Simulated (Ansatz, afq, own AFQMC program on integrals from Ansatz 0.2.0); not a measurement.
**Atomization energy of NHO, singlet**

```xyz
3

N     0.0000    0.0665    0.6906
O     0.0000   -0.1060   -0.5388
H     0.0000    0.7576   -1.0437
```

Connectivity, by distances: N–OH.

Atoms in their ground-state spins without spin–orbit coupling (mostly on UHF) minus the molecule (RHF), without zero-point energy. The geometry is a stationary point, not shown to be a minimum.

Basis cc-pVDZ. Only valence electrons are correlated. AFQMC by an in-house program on the Cholesky factors that Ansatz 0.2.0 writes for its CCSD(T) run. ph-AFQMC/CISD is guided by a CISD state made of CCSD amplitudes; releasing the constraint for a short imaginary time cuts its bias at the price of noise, slowly where states lie close. Uncertainties: one standard error, sampling alone. The errors of all members are added in quadrature.

No full CI on the walks' own integrals is used here; CCSDT(Q) serves as the reference and is uncertain by about the last step of the cluster series. Each member takes its own surest rung, up to full CI.

Errors are counted within cc-pVDZ, not against nature.

Cautions: NHO (singlet): another spin lies lower, restricted determinant unstable towards unrestricted (UHF 965 meV lower, ⟨S²⟩ 0.94), raised T1 diagnostic (T1 0.025, weight of the determinant 0.88, largest double 0.09), the ph-AFQMC/HF walk drifts between its halves (2.0 errors), CCSDT(Q) on the UHF determinant differs (665 meV lower), perhaps since the unrestricted series falls towards higher spin.

| level | atomization energy (eV) |
| --- | --- |
| HF | 1.702 |
| MP2 | 5.824 |

(1) From these cheaper values, estimate the atomization energy at the reference level in cc-pVDZ.

(1) 5.848 eV (CCSDT(Q) in cc-pVDZ).

```
         level  atomization energy (eV)  error against CCSDT(Q) (eV)
          CCSD                    5.542                       -0.307
       CCSD(T)                    5.797                       -0.051
         CCSDT                    5.817                       -0.031
   ph-AFQMC/HF            6.039 ± 0.069                0.191 ± 0.069
 ph-AFQMC/CISD            5.836 ± 0.020               -0.013 ± 0.020
released AFQMC            5.827 ± 0.035               -0.022 ± 0.035
```

Correlation beyond CCSD(T) adds 0.051 eV. The perturbative (T) step is worth +0.256 eV.

A walk keeps the symmetry of its determinant, which the program's search chose and which needn't be the lowest solution, so a lower state of the same spin and another symmetry isn't excluded. Released energies are given only where the last usable release times agree within the noise; a slower fall can still hide under it.
